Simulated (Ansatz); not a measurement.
# Redistribution: C3H7Cl + C2HClF2 → C2H4ClF + C3H4ClF

Gas-phase species: C3H7Cl `CC(C)Cl`, singlet; C2HClF2 `F/C=C(\F)Cl`, singlet; C2H4ClF (1-chloro-1-fluoroethane) `CC(F)Cl`, singlet; C3H4ClF `C/C(Cl)=C/F`, singlet. The partners trade CH3 for F; both sit on C, so the bond types are kept.

Shapes, held fixed at every level: PBE0-D4/def2-TZVP. Programs: Ansatz 0.2.0. Electronic energies: no zero-point or thermal term.

```tsv
level	kind	ΔE (kJ/mol)	less CCSD(T)/CBS estimate
HF/def2-TZVPP	Hartree–Fock	-41.9	-5.0
r2SCAN-D4/def2-TZVPP	meta-GGA	-36.5	+0.4
PBE0-D4/def2-TZVPP	global hybrid	-35.2	+1.7
wB97X-V/def2-TZVPP	range-separated hybrid	-36.3	+0.6
B2PLYP/def2-TZVPP	double hybrid	-38.0	-1.1
MP2/def2-TZVPP	perturbation theory	-37.8	-0.9
CCSD/def2-TZVPP	coupled cluster or CI	-36.6	+0.3
CCSD(T)/CBS estimate	coupled cluster or CI	-36.9	0.0
```

The highest level, CCSD(T)/CBS estimate, gives ΔE = -36.9 kJ/mol; the levels span -41.9 to -35.2. The column of differences is taken from that level and isn't an error. No measured value is set beside it here. The CBS estimate extrapolates MP2 from def2-TZVPP and def2-QZVPP and adds CCSD(T) − MP2 in the triple-zeta set, cores frozen.
